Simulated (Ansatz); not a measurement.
A rate constant, worked out

An elementary step of CH$_{6}$BN, closed shell (CH₃N ([CH2][NH]) + BH₃ → CH₆BN ([BH2][NH][CH3]); B–H broken or loosened, B–N, H–C formed or tightened). The start structure is the complex of the reactants, bound by 1.49 eV, and the electronic barrier above it is 1.173 eV by CCSD(T) at an estimated basis limit (MP2 extrapolated from triple and quadruple zeta, plus CCSD(T) − MP2 in triple zeta). Program: Ansatz 0.2.0. Basis: def2-TZVPP and def2-QZVPP. Cores are frozen in the correlated methods. Extrapolation: Hartree–Fock as exp(−7.88 √X), correlation as X^−2.97. Harmonic wavenumbers at PBE0-D4/def2-TZVP (Ansatz 0.2.0), in cm⁻¹:

Start: 221, 378, 483, 728, 923, 938, 1063, 1080, 1126, 1151, 1168, 1179, 1423, 1471, 1734, 2423, 2458, 2506, 3140, 3254, 3536.

Saddle: 435i, 266, 471, 650, 837, 882, 1044, 1098, 1124, 1130, 1154, 1180, 1367, 1458, 1644, 2331, 2496, 2609, 3089, 3207, 3554.

(1) Work out the transition-state-theory rate constant at 500 K from these numbers alone (harmonic vibrations; rotation, path degeneracy and anharmonicity left out), and the Wigner tunnelling factor. Use 1 cm⁻¹ = 1.2398 × 10⁻⁴ eV and k_B = 8.617 × 10⁻⁵ eV/K.

T1 diagnostic: at most 0.017.

Answers

(1) Zero-point energies, half the sums: start 32383/2 cm⁻¹ = 2.0075 eV; saddle, real modes only, 31591/2 cm⁻¹ = 1.9584 eV.
Barrier with zero-point energy: 1.173 + 1.9584 − 2.0075 = 1.1239 eV.
k_BT = 0.04309 eV, so the barrier is 26.08 k_BT.
Vibrational partition functions from the zero-point level, ln q = −Σ ln(1 − exp(−hν/k_BT)): start 2.006, saddle 1.559.
k = (k_BT/h) exp(ln q‡ − ln q) exp(−E0/k_BT), with log₁₀(k_BT/h in s⁻¹) = 13.02: log₁₀ k = 13.02 + (-0.447 − 26.08)/2.3026 = 1.50, so k ≈ 3 × 10^(1) s⁻¹.
Wigner factor: 1 + (hν‡/k_BT)²/24 = 1 + (1.25)²/24 = 1.07. A change of 1 kcal/mol (0.043 eV) in the barrier would change k by a factor of 2.7 at this temperature.

Labels in which every atom is bracketed show which atoms are joined, not bond orders.

For scale, one of the runs: CCSD(T)/def2-TZVPP, 177 basis functions, launched by `ansatz run in.yaml --threads 2 --pin off --events-out ev --progress --plain --max-ram 4352MiB`. Time: 26 s of wall clock on 2 CPU threads of an Arm Neoverse V1; the host was shared. Peak host memory: 1.7 GiB.
